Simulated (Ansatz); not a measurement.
This script drives Ansatz 0.2.0 through its Python package.

`pa.py`
```python
"""Adding a proton to BH5P2."""

import warnings

import ansatz
import numpy as np

warnings.simplefilter("ignore", ansatz.DeckWarning)

system = (
    ansatz.Crystal.molecule()
    .atom("P", (1.5579, 0.3216, -0.4707))
    .atom("B", (0.0308, -0.7358, 0.0526))
    .atom("P", (-1.7168, -0.3496, -0.6701))
    .atom("H", (1.127, 1.4859, 0.2837))
    .atom("H", (2.4071, -0.2035, 0.5845))
    .atom("H", (0.1671, -1.6329, 0.8087))
    .atom("H", (-1.346, 0.9588, -1.1812))
    .atom("H", (-2.2271, 0.1556, 0.5926))
)

model = (
    system.calculation()
    .basis(gaussian="6-31G*")
    .functional("HF")
)
symbols = [site.symbol for site in system.cartesian_sites]
start = np.array([site.position_ang for site in system.cartesian_sites], dtype=float)
rep = model.relax(force_tolerance=0.01).run(threads=1, pin="off").report
end = np.array(rep["positions_ang"])

# put the proton on the side away from the neighbours, slightly off axis
away = sum((end[2] - end[j]) / np.linalg.norm(end[2] - end[j]) for j in [1, 6, 7]) + np.array([0.15, 0.1, -0.2])
proton = end[2] + 1.4 * away / np.linalg.norm(away)
acid = ansatz.Crystal.molecule()
for symbol, place in zip(symbols, end):
    acid = acid.atom(symbol, place.tolist())
acid = acid.atom("H", proton.tolist())
protonated = (
    acid.calculation()
    .basis(gaussian="6-31G*")
    .functional("HF")
    .charge(1)
    .relax(force_tolerance=0.01, max_steps=80)
)
after = protonated.run(threads=1, pin="off").report
xyz = np.array(after["positions_ang"])
reach = np.linalg.norm(xyz[:-1] - xyz[-1], axis=1)
print(f"base {rep['free_energy_ev']:.5f} eV, protonated {after['free_energy_ev']:.5f} eV")
print(f"the proton ends {reach.min():.3f} A from {symbols[reach.argmin()]}{reach.argmin()}")
print(f"electronic proton affinity {(rep['free_energy_ev'] - after['free_energy_ev']):.3f} eV")
```

It is started by `python pa.py`. Estimate its wall time and peak memory on 1 thread of Arm Neoverse V1 (shared host).

It took about 30 s, with a peak of 0.17 GiB, for 2 runs of the engine.

`python pa.py` gives:
```text
base -19293.28458 eV, protonated -19302.20924 eV
the proton ends 1.384 A from P2
electronic proton affinity 8.925 eV
```

Caveats:
- Total energies depend on the basis set; only differences at equal settings carry meaning.
- The proton is put on one chosen atom, which needn't be the most basic site, so the molecule's proton affinity can be higher; the ends are stationary points, not checked by frequencies, and zero-point and thermal terms count only where printed.
- Hartree-Fock leaves correlation out, so bond, atomisation and ionisation energies come out well too low.
